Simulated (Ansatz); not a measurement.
# C4H4F2: the cost of one run

Computed with Ansatz 0.2.0 (the levels named in each step, unless a step's input says otherwise).

### 1 The starting structure

Bond lengths: C1–C2 1.194 Å, F3–C4 1.336 Å, C4–C5 1.321 Å, C5–F6 1.336 Å, C1–H7 1.050 Å, C2–H8 1.050 Å, C4–H9 1.079 Å, C5–H10 1.079 Å. Angles: C1–C2–H8 179.3°, C2–C1–H7 179.9°, F3–C4–C5 123.9°, F3–C4–H9 113.4°, C5–C4–H9 122.7°, C4–C5–F6 123.7°, C4–C5–H10 122.7°, F6–C5–H10 113.6°.

As a file:

```xyz
10

C    -0.2536    0.8844   -3.2176
C     0.1655    1.6589   -2.4113
F     1.3304   -0.8861    1.7294
C     0.7631   -0.3483    0.6461
C    -0.5394   -0.1811    0.5038
F    -1.4377   -0.5329    1.4275
H    -0.6230    0.2029   -3.9257
H     0.5333    2.3492   -1.7107
H     1.4738   -0.0630   -0.1139
H    -0.9778    0.2568   -0.3800
```

### 2 A rough first relaxation, PBE-D4/def2-SVP

This run stands in another session on the same molecule. It ended at:

```xyz
10

C    -0.0364    0.8172   -3.0533
C     0.2023    1.7788   -2.3399
F     1.4085   -0.8921    1.4638
C     0.6767   -0.4063    0.4513
C    -0.6432   -0.1722    0.5449
F    -1.3511   -0.4029    1.6593
H    -0.2481   -0.0325   -3.6894
H     0.4128    2.6308   -1.7065
H     1.2319   -0.2076   -0.4783
H    -1.2187    0.2277   -0.3043
```

### 3 Relaxation, HF/STO-3G

input.yaml reads:

```yaml
crystal:
  periodic: [false, false, false]
  atoms:
    - { symbol: C, position_ang: [-0.03644789, 0.81724335, -3.05332283] }
    - { symbol: C, position_ang: [0.20230587, 1.77880149, -2.33991769] }
    - { symbol: F, position_ang: [1.40847617, -0.89209002, 1.46383194] }
    - { symbol: C, position_ang: [0.67671428, -0.40629798, 0.45128143] }
    - { symbol: C, position_ang: [-0.6432082, -0.17219729, 0.54489767] }
    - { symbol: F, position_ang: [-1.35112215, -0.40289341, 1.65926838] }
    - { symbol: H, position_ang: [-0.2481026, -0.03250147, -3.68943545] }
    - { symbol: H, position_ang: [0.41281276, 2.63081595, -1.70651267] }
    - { symbol: H, position_ang: [1.23189025, -0.20757755, -0.47828633] }
    - { symbol: H, position_ang: [-1.21870848, 0.22766694, -0.30429443] }
basis:
  gaussian: { orbitals: STO-3G }
hamiltonian:
  xc: hf
relax:
  f_tol: 0.002
  max_steps: 150
```

Run with:

```console
ansatz run input.yaml --threads 4 --pin off --max-ram 10240MiB --backend cpu --events-out ev --progress --plain --runs-dir out
```

**Question.** How long does this run take on 4 threads of Intel Xeon at 2.50GHz (Skylake/Cascade Lake), shared host, and how much memory does it need?

About 44 s, with a peak of 0.1 GiB.
